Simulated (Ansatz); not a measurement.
# doublet SiN: levels of theory in one basis

```yaml
atoms:
  - { symbol: Si, position_ang: [0.0000, 0.0000, 0.0000] }
  - { symbol: N, position_ang: [0.0000, 0.0000, 1.6506] }
```

Basis set: def2-SVP (spherical functions). Left uncorrelated: 6 orbitals. Correlation on ROHF uses semicanonical orbitals with singles. Charge 0, multiplicity 2.

Computed with Ansatz (development build ahead of 0.2.0); each method stands on the lowest determinant of its kind that the runs found.

```json
{"method": "ROHF", "E − E(ROHF) (eV)": "0.00", "<S²> of the determinant": "0.75"}
{"method": "UHF", "E − E(ROHF) (eV)": "-0.33", "<S²> of the determinant": "1.21"}
{"method": "ROHF-MP2", "E − E(ROHF) (eV)": "-5.73", "<S²> of the determinant": "–"}
{"method": "ROHF-CCSD(T)", "E − E(ROHF) (eV)": "-6.64", "<S²> of the determinant": "–"}
```

What does UHF-MP2 give on the same scale?

-5.11 eV.

Is a single determinant a sound starting point here?

It is doubtful. Unrestricted orbitals lower Hartree–Fock by 0.33 eV and <S²> is 1.21 where a pure state has 0.75, a sign of strong static correlation.

Caution for ROHF, ROHF-MP2, ROHF-CCSD(T): the determinant may break the point group. Caution for UHF, UHF-MP2: the unrestricted determinant is spin contaminated. Caution for ROHF-MP2, ROHF-CCSD(T): another reference gives a lower total. Caution for UHF-MP2: a plain start can end on a higher determinant.
